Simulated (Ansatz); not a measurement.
Relaxation of the cluster Li2O with UKS r2SCAN-D4/def2-TZVP.

```sh
$ ansatz run in.yaml --threads 4 --pin off --events-out ev --progress --plain --max-ram 3916MiB
```

```yaml
crystal:
  periodic: [false, false, false]
  atoms:
    - {symbol: Li, position_ang: [-1.353023, 0.212639, -0.858030]}
    - {symbol: Li, position_ang: [1.353775, -0.210390, 0.857391]}
    - {symbol: O, position_ang: [-0.000752, -0.002249, 0.000629]}
basis:
  gaussian: {orbitals: def2-TZVP}
magnetization: {spin_polarized: true, initial_magnetization: 4}
hamiltonian: {xc: r2scan, dispersion: d4}
scf: {omitted_lower_state_checks: [starts]}
output: {orbitals: {seedname: orbitals}}
relax: {f_tol: 0.02, max_steps: 100}
```

It took 11 s on 4 threads of Arm Neoverse V2 on a shared host.

Positions (Å) and forces (eV/Å) at steps 1, 2, 3, 4, 5, 6, 7, 10, 11 of 11:

```xyz
3
step=1 energy=-2447.6456 eV
Li   -1.353    0.213   -0.858   -3.432    0.544   -2.179
Li    1.354   -0.210    0.857    3.437   -0.529    2.175
O    -0.001   -0.002    0.001   -0.005   -0.015    0.004
3
step=2 energy=-2448.4401 eV
Li   -1.459    0.229   -0.925   -1.949    0.308   -1.237
Li    1.460   -0.227    0.925    1.951   -0.301    1.235
O    -0.001   -0.002    0.001   -0.002   -0.007    0.002
3
step=3 energy=-2449.0500 eV
Li   -1.623    0.254   -1.029   -0.830    0.130   -0.526
Li    1.623   -0.253    1.028    0.831   -0.129    0.526
O     0.000   -0.001    0.000    0.000   -0.001    0.000
3
step=4 energy=-2449.3172 eV
Li   -1.791    0.278   -1.134   -0.361    0.056   -0.229
Li    1.790   -0.282    1.135    0.361   -0.057    0.229
O     0.001    0.004   -0.001    0.000    0.001    0.000
3
step=5 energy=-2449.4426 eV
Li   -1.959    0.301   -1.240   -0.200    0.031   -0.127
Li    1.956   -0.311    1.242    0.200   -0.031    0.127
O     0.003    0.009   -0.003    0.000    0.000    0.000
3
step=6 energy=-2449.5127 eV
Li   -2.127    0.326   -1.345   -0.090    0.014   -0.057
Li    2.123   -0.338    1.349    0.090   -0.014    0.057
O     0.004    0.012   -0.003    0.000   -0.001    0.000
3
step=7 energy=-2449.5422 eV
Li   -2.294    0.355   -1.452   -0.044    0.007   -0.028
Li    2.292   -0.362    1.454    0.044   -0.007    0.028
O     0.002    0.007   -0.002    0.000    0.000    0.000
3
step=10 energy=-2449.5731 eV
Li   -2.784    0.434   -1.764   -0.004    0.001   -0.003
Li    2.784   -0.436    1.765    0.004   -0.001    0.003
O     0.001    0.002   -0.001    0.000    0.000    0.000
3
step=11 energy=-2449.5735 eV
Li   -2.847    0.444   -1.804    0.000    0.000    0.000
Li    2.846   -0.446    1.804    0.000    0.000    0.000
O     0.000    0.001    0.000    0.000    0.000    0.000
```

In the quintet geometry the species has come apart into loosely held pieces. At r2SCAN-D4/def2-TZVP a singlet of charge 0 lies 7.14 eV below the quintet, each at its own geometry. The structure comes from a short search, and lower isomers may exist.
